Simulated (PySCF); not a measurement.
Compound: oxazole, C₃H₃NO.
Bonds: C1–C2 (aromatic), C2–O3 (aromatic), O3–C4 (aromatic), C4–N5 (aromatic), C1–N5 (aromatic). Hydrogens: H6 on C1; H7 on C2; H8 on C4.

The same species was optimised twice, with GFN2-xTB and with PBE0-D3(BJ)/def2-SVP (PySCF), and the same property calculations (PySCF, gas phase) were run on both structures.

```
  coordinate  GFN2-xTB  PBE0-D3(BJ)/def2-SVP  change
   C1–H6 (Å)     1.070                 1.088  +0.018
   C4–H8 (Å)     1.071                 1.089  +0.018
   C2–H7 (Å)     1.070                 1.086  +0.016
   C1–N5 (Å)     1.365                 1.379  +0.014
   O3–C4 (Å)     1.336                 1.343  +0.007
   C2–O3 (Å)     1.350                 1.355  +0.005
   C4–N5 (Å)     1.290                 1.290   0.000
   C1–C2 (Å)     1.359                 1.359   0.000
O3–C4–H8 (°)     119.3                 117.0    -2.3
N5–C4–H8 (°)     126.5                 128.5    +2.0
C1–C2–H7 (°)     133.9                 135.2    +1.3
C2–C1–H6 (°)     130.0                 128.9    -1.1
O3–C2–H7 (°)     118.3                 117.3    -1.0
N5–C1–H6 (°)     121.5                 122.3    +0.8
C1–N5–C4 (°)     104.8                 104.3    -0.5
C2–C1–N5 (°)     108.5                 108.8    +0.3
```

Rotational constants: A = 10298, B = 9827, C = 5029 MHz (GFN2-xTB) against A = 10182, B = 9764, C = 4984 MHz (PBE0-D3(BJ)/def2-SVP). Point groups within 0.08 Å: Cs and Cs.

On the GFN2-xTB structure: HOMO (eV) -7.37 [PBE0/pcSseg-1]; LUMO (eV) -0.13 [PBE0/pcSseg-1]; dipole (D) 1.59 [PBE0/pcSseg-1]; GIAO shielding of C1 (ppm) 51.7 [PBE0/pcSseg-1]; GIAO shielding of C2 (ppm) 42.8 [PBE0/pcSseg-1]; GIAO shielding of O3 (ppm) 12.6 [PBE0/pcSseg-1]; GIAO shielding of C4 (ppm) 31.4 [PBE0/pcSseg-1]; GIAO shielding of N5 (ppm) -32.6 [PBE0/pcSseg-1].

Question: What do these properties become on the PBE0-D3(BJ)/def2-SVP structure?

Answer: 
```json
{"property": "HOMO (eV)", "level": "PBE0/pcSseg-1", "on GFN2-xTB": "-7.37", "on PBE0-D3(BJ)/def2-SVP": "-7.40", "change": "-0.03"}
{"property": "LUMO (eV)", "level": "PBE0/pcSseg-1", "on GFN2-xTB": "-0.13", "on PBE0-D3(BJ)/def2-SVP": "-0.13", "change": "0.00"}
{"property": "dipole (D)", "level": "PBE0/pcSseg-1", "on GFN2-xTB": "1.59", "on PBE0-D3(BJ)/def2-SVP": "1.62", "change": "+0.03"}
{"property": "energy, GFN2-xTB geometry as zero (kcal/mol)", "level": "PBE0/pcSseg-1", "on GFN2-xTB": "0.0", "on PBE0-D3(BJ)/def2-SVP": "-0.5", "change": "-0.5"}
{"property": "GIAO shielding of C1 (ppm)", "level": "PBE0/pcSseg-1", "on GFN2-xTB": "51.7", "on PBE0-D3(BJ)/def2-SVP": "50.8", "change": "-0.9"}
{"property": "GIAO shielding of C2 (ppm)", "level": "PBE0/pcSseg-1", "on GFN2-xTB": "42.8", "on PBE0-D3(BJ)/def2-SVP": "41.5", "change": "-1.3"}
{"property": "GIAO shielding of O3 (ppm)", "level": "PBE0/pcSseg-1", "on GFN2-xTB": "12.6", "on PBE0-D3(BJ)/def2-SVP": "6.7", "change": "-5.9"}
{"property": "GIAO shielding of C4 (ppm)", "level": "PBE0/pcSseg-1", "on GFN2-xTB": "31.4", "on PBE0-D3(BJ)/def2-SVP": "30.2", "change": "-1.2"}
{"property": "GIAO shielding of N5 (ppm)", "level": "PBE0/pcSseg-1", "on GFN2-xTB": "-32.6", "on PBE0-D3(BJ)/def2-SVP": "-31.9", "change": "+0.7"}
```

The heavy atoms differ by 0.006 Å rms after alignment. Among all bonds C1–H6 and C4–H8 change most and about equally (+0.018 Å). Changes are differences of the printed values. Neither structure is proved a minimum here.
